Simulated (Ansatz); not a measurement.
# C₃H₄N₂: a ladder of functionals and wavefunction methods

One table from this session's results is given with a row withheld; the runs are named, their logs left out.

Method: functionals in def2-TZVPP, the program's frozen cores in correlated methods; program: Ansatz 0.2.0, Gaussian basis.

Plan: LDA (SPW92), PBE-D4, revPBE-D4, BLYP-D4, r2SCAN-D4, B97M-V, PBE0-D4, B3LYP-D4, r2SCANh-D4, r2SCAN0-D4, HSE06-D4, BHLYP-D4, CAM-B3LYP-D4, LC-ωPBE, ωB97X-V, ωB97M-V, B2PLYP, PBE-QIDH; CCSD(T)/def2-SVP; CCSD(T)/def2-TZVPP; MP2/def2-QZVPP; extrapolation to the limit; RPA on PBE.

## Structure used throughout

An earlier PBE0-D4 in a triple-zeta def2 set relaxation fixed the geometry.

SMILES `CC(=N)C#N`, 9 atoms, charge 0, spin multiplicity 1.

Atoms are counted from 1 here; the program's logs count them from 0.

Bond lengths: C1–C2 1.497 Å, C1–H6 1.093 Å, C1–H7 1.090 Å, C1–H8 1.093 Å, C2–N3 1.266 Å, C2–C4 1.451 Å, N3–H9 1.021 Å, C4–N5 1.150 Å. Angles: C2–C1–H6 110.2°, C2–C1–H7 110.5°, C2–C1–H8 110.2°, H6–C1–H7 109.4°, H6–C1–H8 107.1°, H7–C1–H8 109.4°, C1–C2–N3 128.3°, C1–C2–C4 114.5°, N3–C2–C4 117.2°, C2–N3–H9 110.2°, C2–C4–N5 176.5°.

Set-up of the first run:

in.yaml reads:

```yaml
crystal:
  periodic: [false, false, false]
  atoms:
    - {symbol: C, position_ang: [-0.156473, -0.881991, -0.463808]}
    - {symbol: C, position_ang: [0.154653, 0.346663, 0.333337]}
    - {symbol: N, position_ang: [0.731659, 0.427330, 1.456757]}
    - {symbol: C, position_ang: [-0.270985, 1.589194, -0.284148]}
    - {symbol: N, position_ang: [-0.632984, 2.535409, -0.828132]}
    - {symbol: H, position_ang: [0.319201, -0.825690, -1.446187]}
    - {symbol: H, position_ang: [0.192950, -1.774075, 0.056446]}
    - {symbol: H, position_ang: [-1.233483, -0.959722, -0.632871]}
    - {symbol: H, position_ang: [0.983963, -0.503418, 1.791505]}
basis:
  gaussian: {orbitals: def2-TZVPP}
hamiltonian: {xc: lda}
output: {orbitals: {seedname: orbitals}}
```

Launch:

```bash
$ ansatz run in.yaml --threads 2 --pin off --events-out ev --progress --plain --max-ram 4352MiB
```

Among the steps run: LDA; PBE-D4 (GGA); revPBE-D4 (GGA); BLYP-D4 (GGA); r2SCAN-D4 (meta-GGA); B97M-V (meta-GGA); PBE0-D4 (hybrid); B3LYP-D4 (hybrid); r2SCANh-D4 (hybrid); r2SCAN0-D4 (hybrid); HSE06-D4 (hybrid); BHLYP-D4 (hybrid); CAM-B3LYP-D4 (range-separated); LC-ωPBE (range-separated); ωB97X-V (range-separated); ωB97M-V (range-separated); B2PLYP (double hybrid); PBE-QIDH (double hybrid).

One of the session's tables, all rows but one given; the rest of the session is left out.

It belongs to the step «Orbital energies across the functionals». 

| functional | HOMO (eV) | LUMO (eV) | gap (eV) |
| --- | --- | --- | --- |
| LDA (SPW92) | -7.18 | -3.14 | 4.04 |
| PBE-D4 | -7.08 | -2.89 | 4.19 |
| revPBE-D4 | -7.03 | -2.80 | 4.23 |
| BLYP-D4 | -6.99 | -2.75 | 4.23 |
| r2SCAN-D4 | -7.45 | -2.75 | 4.69 |
| B97M-V | -7.63 | -2.59 | 5.04 |
| PBE0-D4 | -8.72 | -1.86 | 6.86 |
| B3LYP-D4 | -8.46 | -2.10 | 6.37 |
| r2SCANh-D4 | -8.05 | -2.37 | 5.68 |
| r2SCAN0-D4 | -8.97 | -1.79 | 7.18 |
| HSE06-D4 | -8.31 | -2.25 | 6.06 |
| BHLYP-D4 | -10.31 | -0.68 | 9.62 |
| CAM-B3LYP-D4 | -10.21 | -0.67 | 9.54 |
| LC-ωPBE | ? | ? | ? |
| ωB97X-V | -11.25 | 0.45 | 11.71 |
| ωB97M-V | -11.16 | 0.41 | 11.58 |

**Question.** Estimate the row for LC-ωPBE.

**Answer.** HOMO (eV): -11.60; LUMO (eV): 0.50; gap (eV): 12.10. In the column «HOMO (eV)» it is the lowest.
